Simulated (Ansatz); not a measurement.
Geometry optimisation, RKS PBE0-D4/def2-TZVP (Ansatz).

The input (input.yaml):

```yaml
crystal:
  periodic: [false, false, false]
  atoms:
    - { symbol: B, position_ang: [0.0, 0.0, 0.0] }
    - { symbol: H, position_ang: [0.685, 0.0, 1.2095] }
    - { symbol: "N", position_ang: [1.7396, 0.0, 0.1903] }
    - { symbol: H, position_ang: [2.2062, -0.9179, -0.0615] }
    - { symbol: H, position_ang: [2.191, 0.9179, -0.0879] }
    - { symbol: Cl, position_ang: [-1.6108, 0.0, -0.93] }
basis:
  gaussian: { orbitals: def2-TZVP }
hamiltonian:
  xc: pbe0
  dispersion: d4
relax:
  f_tol: 0.15
  max_steps: 25
  restrain:
    - { distance: [1, 2], at: 2.26, k: 30.0 }
    - { distance: [0, 1], at: 1.19, k: 30.0 }
    - { distance: [0, 2], at: 1.55, k: 30.0 }
```

Run as:

```bash
$ ansatz run input.yaml --threads 4 --pin off --max-ram 5120MiB --backend cpu --events-out ev --progress --plain --runs-dir out
```

Where does it end, and by what steps?

It converged. The restraints hold the end off the free minimum; the threshold counts their pulls, which the force column leaves out. Restrained pairs: H2–N3 (1.47 → 2.27 Å), B1–H2 (1.39 → 1.19 Å), B1–N3 (1.75 → 1.46 Å). After 10 steps the energy has fallen by 5.763 eV (the restraints' own energy left out); H5 moved furthest, 0.97 Å.

```
step  energy less start (eV)  largest force component (eV/Å)  accepted
   0                  0.0000                           3.406       yes
   1                 -1.3627                           3.549       yes
   2                 -2.6982                           4.310       yes
   3                 -4.0827                           2.168       yes
   4                 -4.6277                           2.933       yes
   5                 -4.8183                           1.653       yes
   6                 -4.9515                           2.120       yes
   7                 -5.3125                           2.401       yes
   8                 -5.6039                           2.598       yes
   9                 -5.7561                           2.695       yes
  10                 -5.7633                           2.686       yes
```

```xyz
6
Properties=species:S:1:pos:R:3
B 0.248 -0.108 0.291
H 0.000 -0.670 1.305
N 1.646 0.045 -0.086
H 2.395 -0.312 0.481
H 1.941 0.510 -0.929
Cl -1.019 0.536 -0.741
```

Time of the run: 11 s on 4 threads of Arm Neoverse V1 (shared host), peak memory 0.18 GiB.
